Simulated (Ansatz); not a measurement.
Reaction (atomization): `[AlH]1[SiH2][S]1` → Al• + 3 H• + S• + Si•

Program: Ansatz. Geometries: PBE0-D4/def2-TZVP. ΔE: electronic, gas phase. CBS: MP2 limit from def2 TZ/QZ plus the TZ coupled-cluster correction, frozen cores. This one scheme is used for every species, atoms too. Functionals use def2-TZVPP. No spin–orbit coupling; open shells (•) take unrestricted orbitals. Spin–orbit coupling would lower the free atoms: a little for Al, S, Si.

| level | ΔE (kJ/mol) | difference from CCSD(T)/CBS |
| --- | --- | --- |
| PBE-D4 | 1656.9 | -5.7 |
| BLYP-D4 | 1618.8 | -43.8 |
| PBE0-D4 | 1646.3 | -16.3 |
| r2SCANh-D4 | 1668.1 | 5.5 |
| CAM-B3LYP-D4 | 1635.8 | -26.8 |
| ωB97X-V | 1679.3 | 16.7 |
| ωB97M-V | 1664.1 | 1.5 |
| B2PLYP | 1618.9 | -43.7 |
| PBE | 1642.8 | -19.8 |
| r2SCAN0 | 1651.0 | -11.6 |
| HF/def2-SVP | 1182.7 | -479.9 |
| CCSD/def2-TZVPP | 1573.7 | -88.9 |
| CCSD(T)/def2-TZVPP | 1603.7 | -58.9 |
| MP2/def2-QZVPP | 1649.8 | -12.8 |
| MP2/CBS(def2) | 1674.1 | 11.5 |
| CCSD/CBS(def2) | 1632.5 | -30.1 |
| CCSD(T)/CBS | 1662.6 | 0 |

Largest T1 diagnostic among the species: 0.018.

At CCSD(T), def2-SVP lies −149.0 kJ/mol from the extrapolated value and def2-TZVPP −58.9 kJ/mol: correlation converges slowly with the basis, and small sets miss more of it in the bonded molecule than in its fragments. Leaving LDA and LC-ωPBE aside and taking each functional with its dispersion term where it has one, the values, not all of them listed here, spread over 95.8 kJ/mol, from BHLYP-D4 to B97M-V. LDA lies +215.4 kJ/mol from PBE without D4, its usual overbinding.

For atomizations the MP2-based limit and the directly extrapolated one differ by several kJ/mol either way, and by 10 to 25 for some Ge, Se and Sn compounds, so smaller differences from it don't rank the levels.
